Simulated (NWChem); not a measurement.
# doublet [CH2F2]−: levels of theory compared

We compute a comparison of 4 runs (UHF/STO-3G, UHF/3-21G, UB3LYP/6-31G*) of doublet [CH2F2]−. 

The results are computed with NWChem 7.3.0.

## (1) The system as given

The species is [CH2F2]− (5 atoms), meant as a doublet with charge -1. SMILES of the parent species: `FCF`. The coordinates come from a PBE0-D4/def2-TZVP relaxation. That shape belongs to the parent species and isn't relaxed for this state.

Bond lengths: F1–C2 1.351 Å, C2–F3 1.351 Å, C2–H4 1.093 Å, C2–H5 1.094 Å. Angles: F1–C2–F3 108.6°, F1–C2–H4 108.8°, F1–C2–H5 108.8°, F3–C2–H4 108.8°, F3–C2–H5 108.8°, H4–C2–H5 113.0°.

## (2) The energy at UHF/STO-3G (run 1)

run.py reads:

```python
from ase import Atoms
from ase.calculators.nwchem import NWChem

molecule = Atoms(['F', 'C', 'F', 'H', 'H'], positions=[
    [-1.073300, 0.191200, 0.698300],
    [0.010100, -0.016900, -0.082300],
    [1.090500, -0.179200, 0.713200],
    [-0.142700, -0.932900, -0.659500],
    [0.165300, 0.864200, -0.711100],
])

calc = NWChem(
    label='calc',
    theory='scf',
    memory='2200 mb',
    basis='STO-3G',
    basispar='spherical bse',
    charge=-1,
    scf={'nopen': '1', 'uhf': None, 'thresh': '1e-08', 'maxiter': '80', 'print': 'low'},
    task='energy',
)
molecule.calc = calc

e = molecule.get_potential_energy()
print(f"E = {e:.6f} eV")
```

The run is started by

```bash
export ASE_NWCHEM_COMMAND="nwchem PREFIX.nwi > PREFIX.nwo"
python run.py
```

Standard output:

```text
E = -6369.429076 eV
```

The calculator wrote calc.nwi:

```
title "calc"

permanent_dir calc

scratch_dir calc

start calc

geometry units angstrom nocenter noautosym noautoz
  F  -1.0732999999999999e+00 1.9120000000000001e-01 6.9830000000000003e-01
  C  1.0100000000000000e-02 -1.6899999999999998e-02 -8.2299999999999998e-02
  F  1.0905000000000000e+00 -1.7920000000000000e-01 7.1319999999999995e-01
  H  -1.4269999999999999e-01 -9.3289999999999995e-01 -6.5949999999999998e-01
  H  1.6530000000000000e-01 8.6419999999999997e-01 -7.1109999999999995e-01
end

charge -1

memory 2200 mb

basis spherical bse noprint
   * library STO-3G
end

scf
  nopen 1
  uhf
  thresh 1e-08
  maxiter 80
  print low
end

task scf energy
```

calc.nwo:

```text
Northwest Computational Chemistry Package (NWChem) 7.3.0
             --------------------------------------------------------

           Job information
           ---------------

    nwchem branch   = 7.3.0
    use scalapack   = T
    input           = calc.nwi
    prefix          = calc.
    data base       = calc/calc.db
    status          = startup
    nproc           =        1

           Memory information
           ------------------

[... 5 lines left out ...]
    hardfail = no
[... 38 lines left out ...]
            Nuclear Dipole moment (a.u.)
[... 60 lines left out ...]
 Forming initial guess at       0.0s

 Starting SCF solution at       0.0s

  ga_iter_lsolve: convergence stagnant ... aborting solve

       Final UHF  results
       ------------------

         Total SCF energy =   -234.072203082133
      One electron energy =   -493.932273972145
      Two electron energy =    182.391854747985
 Nuclear repulsion energy =     77.468216142026

                       Sz =      0.5000
                 Sz(Sz+1) =      0.7500
                      S^2 =      0.7678

        Time for solution =      2.3s

 Task  times  cpu:        2.3s     wall:        2.3s
 Total times  cpu:        2.4s     wall:        2.4s
```

Run time: 3.3 s. Hardware: 1 thread of AMD EPYC 9R45 (Zen 5), shared host; peak memory 0.1 GiB.

## (3) A single-point energy at UHF/3-21G (run 2)

run.py reads:

```python
from ase import Atoms
from ase.calculators.nwchem import NWChem

system = Atoms(['F', 'C', 'F', 'H', 'H'], positions=[
    [-1.073300, 0.191200, 0.698300],
    [0.010100, -0.016900, -0.082300],
    [1.090500, -0.179200, 0.713200],
    [-0.142700, -0.932900, -0.659500],
    [0.165300, 0.864200, -0.711100],
])

calc = NWChem(
    label='input',
    theory='scf',
    memory='2200 mb',
    basis='3-21G',
    basispar='spherical bse',
    charge=-1,
    scf={'nopen': '1', 'uhf': None, 'thresh': '1e-08', 'maxiter': '80'},
    task='energy',
)
system.calc = calc

e = system.get_potential_energy()
print(f"E = {e:.6f} eV")
```

The run is started by

```bash
export ASE_NWCHEM_COMMAND="nwchem PREFIX.nwi > PREFIX.nwo"
python run.py
```

Standard output:

```text
E = -6431.507856 eV
```

The calculator wrote input.nwi:

```
title "input"

permanent_dir input

scratch_dir input

start input

geometry units angstrom nocenter noautosym noautoz
  F  -1.0732999999999999e+00 1.9120000000000001e-01 6.9830000000000003e-01
  C  1.0100000000000000e-02 -1.6899999999999998e-02 -8.2299999999999998e-02
  F  1.0905000000000000e+00 -1.7920000000000000e-01 7.1319999999999995e-01
  H  -1.4269999999999999e-01 -9.3289999999999995e-01 -6.5949999999999998e-01
  H  1.6530000000000000e-01 8.6419999999999997e-01 -7.1109999999999995e-01
end

charge -1

memory 2200 mb

basis spherical bse noprint
   * library 3-21G
end

scf
  nopen 1
  uhf
  thresh 1e-08
  maxiter 80
end

task scf energy
```

input.nwo:

```text
Northwest Computational Chemistry Package (NWChem) 7.3.0
             --------------------------------------------------------

           Job information
           ---------------

    nwchem branch   = 7.3.0
    use scalapack   = T
    input           = input.nwi
    prefix          = input.
    data base       = input/input.db
    status          = startup
    nproc           =        1

           Memory information
           ------------------

[... 5 lines left out ...]
    hardfail = no
[... 120 lines left out ...]
 1-e energy   =    -501.197300
[... 9 lines left out ...]
 Convergence threshold     :          1.000E-08
[... 16 lines left out ...]
      One electron energy =   -490.009600907035
[... 9 lines left out ...]
          Final alpha eigenvalues
[... 228 lines left out ...]
                     UHF Final Beta Molecular Orbital Analysis
[... 227 lines left out ...]
       Multipole analysis of the density wrt the origin
       ------------------------------------------------

     L   x y z        total         alpha         beta         nuclear
     -   - - -        -----         -----         ----         -------
     0   0 0 0     -1.000000    -14.000000    -13.000000     26.000000

     1   1 0 0     -0.019504     -0.245611     -0.223647      0.449755
[... 8 lines of this table left out ...]
     2   0 0 2    -16.454721    -27.820528    -24.158203     35.524010

 Task  times  cpu:        0.4s     wall:        0.4s
 Total times  cpu:        0.4s     wall:        0.4s
```

Wall time 1.3 s (1 thread of AMD EPYC 9R45 (Zen 5), shared host); peak memory 0.099 GiB.

Run 3 isn't shown in full; the table further down has it.

## (4) The energy at UB3LYP/6-31G(d) (Cartesian functions) (run 4)

ch2f2.nw reads:

```
start ch2f2
title "CH2F2 energy"
memory stack 880 mb heap 220 mb global 1100 mb
charge -1
geometry noautosym nocenter noautoz
  F       -1.073300       0.191200       0.698300
  C        0.010100      -0.016900      -0.082300
  F        1.090500      -0.179200       0.713200
  H       -0.142700      -0.932900      -0.659500
  H        0.165300       0.864200      -0.711100
end
basis cartesian
  * library 6-31G*
end
dft
  xc b3lyp
  mult 2
  grid xfine
  convergence energy 1e-08
  maxiter 100
  mulliken
end
task dft energy
```

The run is started by

```bash
nwchem ch2f2.nw > ch2f2.out
```

Standard output:

```text
[...]
          Wavefunction type:  spin polarized.
          No. of atoms     :     5
          No. of electrons :    27
[...]
          Charge           :    -1
          Spin multiplicity:     2
[...]
          AO basis - number of functions:    49
[...]
              XC Information
              --------------
                         B3LYP Method XC Potential
                     Hartree-Fock (Exact) Exchange  0.200
                        Slater Exchange Functional  0.800 local
                    Becke 1988 Exchange Functional  0.720 non-local
              Lee-Yang-Parr Correlation Functional  0.810
                  VWN I RPA Correlation Functional  0.190 local
[...]
 d= 0,ls=0.0,diis     1   -238.5783838121 -3.16D+02  2.00D-01  5.04D-01     1.0
[...]
 d= 0,ls=0.0,diis    11   -238.7728572690 -5.77D-09  2.50D-06  5.13D-11    10.0
[...]
         Total DFT energy =     -238.772857268953
      One electron energy =     -491.650827758253
           Coulomb energy =      202.842365836079
    Exchange-Corr. energy =      -27.432611488805
 Nuclear repulsion energy =       77.468216142026
[...]
      Total Density - Mulliken Population Analysis
     ---------------------------------------------
    Atom       Charge   Shell Charges
 -----------   ------   -------------------------------------------------------
    1 F    9     9.35   1.99  0.94  3.33  0.97  2.07  0.05
    2 C    6     5.46   1.99  0.72  1.91  0.24  0.52  0.08
    3 F    9     9.35   1.99  0.94  3.33  0.97  2.07  0.05
    4 H    1     1.42   0.51  0.91
    5 H    1     1.42   0.51  0.91
[...]
      <S2> =      0.7527 (Exact =     0.7500)
[...]
```

Wall time 11 s (1 thread of AMD EPYC 9R45 (Zen 5), shared host); peak memory 0.12 GiB.

## (5) The series

```csv
run,level,iteration cap,module,energy (Eh),⟨S²⟩,wall time
1,UHF/STO-3G,80,scf,-234.072203,0.768,3.3 s
2,UHF/3-21G,80,scf,-236.353556,0.764,1.3 s
3,UB3LYP/6-31G* (spherical functions),100,dft,-238.769646,0.753,9.6 s
4,UB3LYP/6-31G* (Cartesian functions),100,dft,-238.772857,0.753,11 s
```

## (6) Outcome

| quantity | value |
| --- | --- |
| run 4: total energy | -238.77286 Eh |
| run 4: HOMO energy (highest over α and β) | 8.07 eV |
| run 4: LUMO energy (lowest over α and β) | 10.86 eV |
| run 4: ⟨S²⟩ | 0.753 |

In words: In runs 2, 3, 4 the HOMO lies above zero, so the outermost electron may be held by the basis alone. In run 1 the basis is minimal, so the values are rough. All runs together took 25 s, the longest 11 s.
